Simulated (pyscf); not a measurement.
One four-centre exchange on the singlet surface with elements of a group swapped. ωB97M-D3(BJ)/def2-TZVP, eV, from the separated reactants. Optimised with ωB97X-D3(BJ)/def2-SVP in PySCF.

```csv
step,barrier,reaction energy,imaginary mode (i cm⁻¹)
H₂N–SiH₃ + H₃Si–Cl → H₂N–SiH₂–Cl + SiH₄,(withheld),(withheld),336
H₂N–SiH₃ + F–SiH₃ → H₂N–SiH₂–F + SiH₄,1.28,-0.35,324
```

Q: Some entries are withheld; supply them.

A: 
- H₂N–SiH₃ + H₃Si–Cl → H₂N–SiH₂–Cl + SiH₄, barrier: 1.57
- H₂N–SiH₃ + H₃Si–Cl → H₂N–SiH₂–Cl + SiH₄, reaction energy: -0.26

Each row is the saddle that its search found.
